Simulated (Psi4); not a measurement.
This Psi4 input (MP2/pcseg-0) gives -151.57556 Eh with 31 basis functions.

```
memory 8100 MB

molecule {
0 1
C     0.00913574    0.00173503   -1.20562697
C    -0.00077797   -0.00014775    0.10266711
H     0.02818759    0.94008178   -1.73766571
H    -0.00183081   -0.93507619   -1.74059173
O    -0.00956292   -0.00181616    1.26200208
}

set {
  basis pcseg-0
  scf_type df
  freeze_core true
}

energy('mp2')
print_variables()
```

Change:
```diff
- basis pcseg-0
+ basis 6-311+g**
```

What does the run give now?

-152.23486 Eh (MP2/6-311+G**, 78 functions), a change of -659.30 mEh.
